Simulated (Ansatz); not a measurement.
A made-up structure of BSiNH5, doublet:

```xyz
8
angstrom
B -1.3438 0.0562 -1.0995
N -0.2468 0.4978 -0.3812
Si 0.6883 -0.4805 0.7291
H -1.9967 0.7066 -1.8631
H -1.7999 -0.6349 -0.3014
H 0.6573 0.1258 2.0859
H 2.1048 -0.5367 0.2826
H 0.0908 -1.8328 0.7462
```

It is relaxed with PBE-D4/def2-SVP and then PBE0-D4/def2-TZVP (Ansatz 0.2.0). Atoms count as bonded within 1.22 times the sum of their covalent radii (H–H: 0.88 Å). The end point is not checked to be a true minimum.

Question: Does its bonding change? (A judgement: the text doesn't fix the answer.)

Answer: Computed: No: no bond forms or breaks.

Where it ends: The first stage lowers the energy by 0.88 eV in 10 steps. It ends as BSiNH₅ ([BH2][N][SiH3]):
B1  (-1.564, 0.112, -1.000)
N2  (-0.512, -0.145, -0.213)
Si3  (0.804, -0.532, 0.809)
H4  (-1.650, 1.167, -1.581)
H5  (-2.438, -0.711, -1.133)
H6  (0.879, 0.420, 1.945)
H7  (2.078, -0.504, 0.049)
H8  (0.557, -1.906, 1.322)
(Å)

Labels in which every atom is bracketed show which atoms are joined, not bond orders.

For scale, one of the runs: PBE0-D4/def2-TZVP relaxation, 129 basis functions, launched by `ansatz run in.yaml --threads 2 --pin off --events-out ev --progress --plain --max-ram 4352MiB`. Hardware: 2 CPU threads of an Arm Neoverse V1, shared host. Wall time about 67 s.
